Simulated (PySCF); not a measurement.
Cartesian coordinates in Å; atom numbers follow the order of the lines, from 1:
```xyz
15

C    -1.5797    0.6421   -0.1299
C    -1.0451   -0.7810   -0.2294
C     0.3217   -0.9229    0.4412
N     1.3277   -0.1121   -0.2088
C     1.9513    0.9060    0.4091
O     1.7983    1.2283    1.5601
H    -1.6841    0.9333    0.9121
H    -2.5507    0.7195   -0.6124
H    -0.9007    1.3436   -0.6095
H    -0.9644   -1.0745   -1.2794
H    -1.7388   -1.4694    0.2556
H     0.2746   -0.5787    1.4765
H     0.6372   -1.9723    0.4272
H     1.4937   -0.2824   -1.1880
H     2.6544    1.4284   -0.2688
```

Geometry: GFN2-xTB; GIAO shifts from PySCF, gas phase, non-relativistic, averaged over equivalent atoms.

At WP04/pcSseg-1 (147 basis functions, 16 s wall time on 1 thread of an Arm Neoverse V2, shared host):
```tsv
atoms	δ (ppm)
C5	160.7
C3	42.7
C2	30.1
C1	14.7
N4	135.3
O6	394.5
H15	7.98
H14	4.27
H12/H13	3.55
H10/H11	1.34
H7/H8/H9	1.04
```

Shifts are taken against calculated references (same method and geometry level): TMS for 13C (175.10 ppm), 1H (32.00 ppm); 15N (249.21 ppm) against NH3; H2O for 17O (319.30 ppm).

Predict the values at PBE/aug-pcSseg-1 on the same geometry.

Answers


```
   atoms  δ at PBE/aug-pcSseg-1  change
      C5                  158.8    -1.9
      C3                   41.6    -1.1
      C2                   31.0    +0.9
      C1                   13.2    -1.5
      N4                  145.5   +10.2
      O6                  384.0   -10.5
     H15                   8.80   +0.82
     H14                   4.59   +0.32
 H12/H13                   3.91   +0.36
 H10/H11                   1.54   +0.20
H7/H8/H9                   1.03   -0.01
```

Scale: TMS for 13C (σ = 183.07 ppm) and 1H (σ = 31.59 ppm); 15N (σ = 258.83 ppm) against NH3; 17O (σ = 324.75 ppm) vs H2O (reference shieldings calculated alike).

The largest change is at O6 (amide-type carbonyl oxygen). Cost: 237 basis functions, 37 s wall time on 1 thread of an Arm Neoverse V2, shared host. The order of the carbon signals is the same at both levels.

Hydrogen bonding in solution deshields acid and N–H amide carbonyl carbons by as much as 10 ppm beyond these values. Unscaled 17O shifts of doubly bonded oxygen tend to come out too high, by tens of ppm or more. Experimental scales use liquid or dissolved standards, which lie at an offset from isolated NH3 (liquid NH3: subtract about 20 ppm) and H2O (liquid H2O: subtract about 36 ppm).
